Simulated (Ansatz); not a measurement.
# AlO (charge +1): test of scalar relativity in Python

Wanted for AlO (charge +1): a test of scalar relativity.

Computed with the Python package of Ansatz 0.2.0. The levels of theory stand in the script.

### 1 The structure

Bond lengths: Al1–O2 1.895 Å.

No structure file is read: the coordinates are typed or built in the script.

### 2 The code

File x2c.py:

```python
"""AlO(+) with and without the spin-free two-component Hamiltonian."""

import ansatz as az
from ase import Atoms
import numpy as np

atoms = Atoms(["Al", "O"], positions=[
    (0.0, 0.0, 0.0),
    (0.0, 0.0, 1.895),
])
molecule = az.Crystal.molecule_from_ase(atoms)

calc = (
    molecule.calculation()
    .functional("B3LYP")
    .charge(1)
    .spin("collinear", total=2)
    .forces()
)
# a set contracted for a scalar-relativistic Hamiltonian goes with the relativistic run
sets = {"none": "cc-pVTZ", "scalar": "cc-pVTZ-DK"}
found = {kind: calc.basis(gaussian=basis).pseudopotentials(relativity=kind).run(threads=1, pin="off").report for kind, basis in sets.items()}
for kind, each in found.items():
    dipole = 4.803205 * np.linalg.norm(each["charge_distribution"]["dipole_moment_e_ang"])
    print(f"{kind:7s} E = {each['free_energy_ev']:.4f} eV  dipole {dipole:.3f} D  largest force component {np.abs(each['forces_ev_ang']).max():.4f} eV/A")
print(f"relativity lowers the total energy by {found['none']['free_energy_ev'] - found['scalar']['free_energy_ev']:.3f} eV")
```

### 3 What the engine is handed

The engine receives this input (first run):

```yaml
crystal:
  periodic: [false, false, false]
  atoms:
    - { symbol: Al, position_ang: [0.0, 0.0, 0.0] }
    - { symbol: O, position_ang: [0.0, 0.0, 1.895] }
basis:
  gaussian:
    orbitals: cc-pVTZ
hamiltonian:
  xc: b3lyp
  pseudopotentials:
    relativity: none
magnetization:
  spin_polarized: true
  initial_magnetization: 2.0
total_charge: 1.0
output:
  forces: true
```

### 4 Launch

Started as:

```
python x2c.py
```

What it wrote:

```text
none    E = -8634.2686 eV  dipole 4.739 D  largest force component 1.7020 eV/A
scalar  E = -8647.6904 eV  dipole 4.717 D  largest force component 1.6726 eV/A
relativity lowers the total energy by 13.422 eV
```

Run time: 3.4 s. Hardware: 1 thread of Arm Neoverse V1, shared host; peak memory 0.18 GiB.

### 5 Inputs of later runs

The engine's inputs for the other runs:

Run 2, against run 1:

```diff
@@ -8 +8 @@
-    orbitals: cc-pVTZ
+    orbitals: cc-pVTZ-DK
@@ -12 +12 @@
-    relativity: none
+    relativity: scalar
```

### 6 What each run gave

One row for each of the 2 runs:

| run | basis | relativity | energy (eV) | <S²> | SCF cycles | CPU time (s) |
| --- | --- | --- | --- | --- | --- | --- |
| 1 | cc-pVTZ | none | -8634.2686 | 2.01 | 23 | 1.4 |
| 2 | cc-pVTZ-DK | scalar | -8647.6904 | 2.01 | 23 | 1.4 |

### 7 Results

| quantity | value |
| --- | --- |
| relativistic lowering of the total energy | 13.422 eV |
| runs compared | 2 |

**Reading.** Both runs converged. Notes:
- The geometry is a force-field or estimated start, not a minimum of this method. The basis set changes with the Hamiltonian (a set recontracted for scalar relativity), and most of the change in the total lies in the cores.
- The species is open-shell (spin multiplicity 3).
- An ion's dipole depends on the origin; the program takes it about the centre of nuclear charge.
- b3lyp holds the VWN-RPA fit, as in Gaussian; the form of ORCA and Turbomole is b3lyp5.
- The spin state was assumed, and another may lie lower. The dipole of an ion depends on the origin.
